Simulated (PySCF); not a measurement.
Molecule (SMILES): N#N (N2).
Geometry (B3LYP-D3(BJ)/def2-TZVP, fixed):
```
N
N 1 1.0909
```

Basis-set convergence of the mean static polarisability at PBE0 with PySCF. All functions are spherical. Density fitting with generated auxiliary sets. No added dispersion term, no relativity. Reference: the value in aug-cc-pV5Z, 11.80 bohr³. Deviations are taken from unrounded values. Cost is core time over that of jun-cc-pV(T+d)Z, rough, on shared machines of one kind; a dash marks a row that isn't timed (too short, read off another run, short of memory, by another algorithm or on other hardware).

```
basis              functions  cost
-----------------  ---------  ----
cc-pVDZ                   28     -
6-31+G*                   36     -
6-311+G**                 44     -
aug-cc-pVDZ               46     -
6-311++G(2d,2p)           54  0.6×
cc-pVTZ                   60  0.6×
6-311++G(3df,3pd)         78  0.7×
jun-cc-pV(T+d)Z           78    1×
aug-cc-pVTZ               92  0.8×
cc-pVQZ                  110    1×
aug-cc-pVQZ              160    2×
cc-pV5Z                  182    4×
aug-cc-pV5Z              254    7×
```

Task: Which is the smallest set listed that can be trusted to 1 % here, that is, within that of the reference together with its larger relatives (same family, alike in diffuse functions; a set with none to test it counts only in the reference's own line)?

Result: The smallest set listed that lies within 1 % of the reference with all its larger relatives (same family, alike in diffuse functions; a set with none counts only in the reference's own line) is jun-cc-pV(T+d)Z (78 functions, 1× in cost, -0.5 % off). Value minus reference over the reference: cc-pVDZ -30.7, 6-31+G* -13.5, 6-311+G** -14.1, aug-cc-pVDZ -2.0, 6-311++G(2d,2p) -8.8, cc-pVTZ -18.0, 6-311++G(3df,3pd) -2.0, jun-cc-pV(T+d)Z -0.5, aug-cc-pVTZ -0.4, cc-pVQZ -9.9, aug-cc-pVQZ -0.1, cc-pV5Z -5.6, aug-cc-pV5Z 0.0 %.
